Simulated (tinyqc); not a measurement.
A ladder of methods, and size consistency: correlation methods against full CI in the sto-6g basis, for HF, spin multiplicity 1. Computed by the program tinyqc with PySCF. 

Geometry (angstrom):
```
atom       x       y       z
F     0.0000  0.0000  0.0000
H     0.0000  0.0000  1.1540
```

RHF energy of one = -99.466480 hartree

All electrons correlated; +Q is the Davidson correction (1 - c0^2) E_corr. The last columns treat two copies 100 angstrom apart as one system. FCI is the lowest singlet.

Correlation energies (hartree):
```
method   E_corr of one  share of FCI (%)  E_corr of two at 100 angstrom  two minus twice one (mhartree)
MP2           -0.03005            60.866                       -0.06010                           0.000
CISD          -0.04937           100.000                       -0.09489                           3.857
CISD+Q        -0.05146           104.235                       -0.10201                           0.911
CCSD          -0.04937           100.000                       -0.09874                           0.000
CCSD(T)       -0.04937           100.000                       -0.09874                           0.000
FCI           -0.04937           100.000                              -                               -
```

MP2 recovers 61 %, CISD 100.0 % and CCSD 100.0 % of the FCI value (c0^2 = 0.958 in CISD). MP2 and coupled cluster are size consistent, so their last column vanishes; CISD loses 3.86 mhartree, since a double excitation on each copy is a quadruple of the pair, and the Davidson correction leaves +0.91. With two electrons, or one virtual orbital, CISD and CCSD are exact for one copy, so +Q overshoots there.
